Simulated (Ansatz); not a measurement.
Geometry optimisation, RKS PBE0-D4/6-31G* in Ansatz.

Input:

```yaml
crystal:
  periodic: [false, false, false]
  atoms:
    - { symbol: Al, position_ang: [0.0, 0.0, 0.0] }
    - { symbol: F, position_ang: [0.0, 0.0, 2.04] }
    - { symbol: H, position_ang: [1.351, 0.0, -0.78] }
    - { symbol: H, position_ang: [-1.351, 0.0, -0.78] }
    - { symbol: "N", position_ang: [0.0928, -2.1047, 0.7] }
    - { symbol: H, position_ang: [-0.4256, -2.8627, 0.1705] }
    - { symbol: H, position_ang: [0.6555, -2.3517, 1.5637] }
    - { symbol: H, position_ang: [0.0544, -1.2334, 1.7877] }
basis:
  gaussian: { orbitals: "6-31G*" }
hamiltonian:
  xc: pbe0
  dispersion: d4
relax:
  f_tol: 0.15
  max_steps: 25
  restrain:
    - { distance: [0, 4], at: 1.92, k: 30.0 }
    - { distance: [7, 1], at: 0.92, k: 30.0 }
    - { distance: [0, 1], at: 2.89, k: 30.0 }
    - { distance: [7, 4], at: 2.26, k: 30.0 }
```

Command:

```bash
$ ansatz run input.yaml --threads 1 --pin off --max-ram 2048MiB --backend cpu --events-out ev --progress --plain --runs-dir out
```

Q: Where does it end, and by what steps?

A: The forces met the threshold. The restraints hold the end off the free minimum; the threshold counts their pulls, which the force column leaves out. Restrained pairs: Al1–N5 (2.22 → 1.88 Å), F2–H8 (1.26 → 0.93 Å), Al1–F2 (2.04 → 2.88 Å), N5–H8 (1.39 → 2.25 Å). After 8 steps the energy has fallen by 1.586 eV (the restraints' own energy left out); H7 moved furthest, 0.95 Å.

```csv
step,energy less start (eV),largest force component (eV/Å),accepted
0,0.0000,3.281,yes
1,-0.1361,3.714,yes
2,-0.4226,3.710,yes
3,-0.8972,2.121,yes
4,-1.2573,1.306,yes
5,-1.3608,1.303,yes
6,-1.4911,1.173,yes
7,-1.5759,1.111,yes
8,-1.5857,1.332,yes
```

```xyz
8
Properties=species:S:1:pos:R:3
Al 0.082 -0.508 -0.361
F -0.141 0.146 2.434
H 1.473 0.210 -0.618
H -1.340 -0.035 -0.884
N 0.112 -2.145 0.558
H -0.670 -2.786 0.522
H 0.973 -2.652 0.718
H -0.112 -0.783 2.333
```

Run time: 7.9 s on 1 thread of AMD EPYC 9R45 96-Core Processor (Zen 5), on a shared host, peak memory 0.15 GiB.
